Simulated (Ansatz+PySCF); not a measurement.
Two shapes of doublet CH2O(+).

Shape 1:

```xyz
4

O     0.0000    0.0000   -1.1718
C     0.0000    0.0000    0.0150
H     0.0000    0.9679    0.5784
H     0.0000   -0.9679    0.5784
```

Shape 2:

```xyz
4

O     0.0000    0.0000   -1.1768
C     0.0000    0.0000    0.0100
H     0.0000    0.9852    0.5834
H     0.0000   -0.9852    0.5834
```

Basis set: cc-pVTZ (spherical functions). Frozen core: 2 orbitals. Correlation on ROHF uses semicanonical orbitals with singles. Charge 1, multiplicity 2.

Computed with Ansatz (development build ahead of 0.2.0) and PySCF 2.14.0; each method stands on the lowest determinant of its kind that the runs found.

Problem. Which shape is lower in energy, and by how much in each method?

Solution.

| method | E(2) − E(1) (eV) |
| --- | --- |
| ROHF | 0.052 |
| UHF | 0.047 |
| ROHF-MP2 | 0.025 |
| UHF-MP2 | 0.023 |
| ROHF-CCSD(T) | 0.015 |

Shape 1 is lower. Caution for ROHF-MP2, ROHF-CCSD(T): large amplitudes, a single reference is doubtful.
